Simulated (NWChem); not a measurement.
System: ammonia (NH3); SMILES N

NWChem input:

```
start job
memory heap 200 mb stack 900 mb global 1100 mb
geometry units angstroms
  N      0.000000     0.000000     0.131512
  H      0.664206     0.664206    -0.263938
  H      0.243116    -0.907322    -0.263938
  H     -0.907322     0.243116    -0.263938
end
basis spherical
  * library 3-21g
end
dft
  xc xpbe96 cpbe96
  iterations 150
end
driver
  maxiter 120
end
task dft optimize
task dft freq
```

The level has its own optimisation; frequencies are unscaled.

Q: Give the results of this calculation. (PBE/3-21G.) Quantities: basis functions; r H–N (Å); highest harmonic frequency (cm⁻¹); lowest (cm⁻¹); zero-point energy (kcal/mol); dipole (D).

A: The number of basis functions is 15 and the r H–N (Å) is 1.033. The highest harmonic frequency (cm⁻¹) is 3438 and the lowest (cm⁻¹) comes out as 760. The zero-point energy (kcal/mol) is 20.5 and the dipole (D) is 1.96.
